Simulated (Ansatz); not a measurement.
Relaxation of C$_{5}$H$_{13}$N (19 atoms, charge 0, multiplicity 1), to a largest force component of 0.015 eV/Å in at most 40 steps.

The calculation used Ansatz 0.2.0, RKS LDA/STO-3G.

```xyz
19
Properties=species:S:1:pos:R:3:forces:R:3
C 0.837 -1.779 -0.720 -2.07 1.93 -0.35
C 0.711 -0.388 -0.007 2.79 -0.85 -0.17
C 1.150 0.731 -0.963 0.84 0.89 0.32
C -0.616 -0.140 0.604 -4.61 -1.52 0.39
C -0.745 1.099 1.462 0.83 2.01 1.34
N -1.742 -0.073 -0.410 0.26 1.90 1.35
H 1.839 -1.938 -1.056 1.26 -0.34 -0.16
H 0.182 -1.738 -1.623 0.21 -0.39 0.47
H 0.488 -2.533 -0.025 -0.05 -0.81 0.20
H 1.435 -0.428 0.848 -0.12 0.23 -0.40
H 2.184 0.521 -1.294 -0.27 -0.14 -0.34
H 1.238 1.704 -0.422 -0.46 -0.45 -0.27
H 0.481 0.852 -1.838 0.17 -0.11 0.25
H -0.940 -0.996 1.274 0.89 0.37 -0.33
H 0.043 1.073 2.240 0.04 0.17 -0.10
H -1.699 1.203 2.024 0.13 -0.55 -0.60
H -0.623 2.051 0.890 0.04 -0.66 0.08
H -1.352 -0.149 -1.339 0.89 -0.23 -1.98
H -2.379 -0.860 -0.300 -0.78 -1.46 0.29
```

Problem. Where does it end, and by what steps?

Solution. The forces met the threshold. The force dipped under the threshold on the way, but the program's further checks kept it going. Limits of this set-up: minimal basis. After 12 steps the energy has fallen by 0.701 eV; H19 moved furthest, 0.97 Å.

| step | energy less start (eV) | largest force component (eV/Å) | accepted |
| --- | --- | --- | --- |
| 0 | 0.0000 | 4.612 | yes |
| 1 | -0.4655 | 0.839 | yes |
| 2 | -0.5316 | 0.341 | yes |
| 3 | -0.5696 | 0.243 | yes |
| 4 | -0.6030 | 0.785 | yes |
| 5 | -0.6628 | 0.298 | yes |
| 6 | -0.6894 | 0.157 | yes |
| 7 | -0.6961 | 0.100 | yes |
| 8 | -0.6997 | 0.044 | yes |
| 9 | -0.7004 | 0.009 | yes |
| 10 | -0.7009 | 0.017 | yes |
| 11 | -0.7009 | 0.021 | yes |
| 12 | -0.7010 | 0.004 | yes |

```xyz
19
Properties=species:S:1:pos:R:3
C 0.797 -1.810 -0.633
C 0.727 -0.417 0.027
C 1.104 0.681 -0.988
C -0.699 -0.178 0.647
C -0.733 1.114 1.488
N -1.826 -0.122 -0.347
H 1.800 -1.991 -1.051
H 0.066 -1.885 -1.456
H 0.574 -2.599 0.102
H 1.453 -0.388 0.863
H 2.098 0.481 -1.417
H 1.124 1.672 -0.507
H 0.375 0.709 -1.815
H -0.908 -1.043 1.312
H 0.050 1.091 2.263
H -1.716 1.217 1.973
H -0.567 1.994 0.848
H -1.547 0.667 -1.007
H -1.679 -0.982 -0.960
```

Whether the end is a true minimum wasn't checked by a vibrational analysis.

The run took 46 s on 1 thread of Arm Neoverse V1 (shared host), peak memory 0.11 GiB.
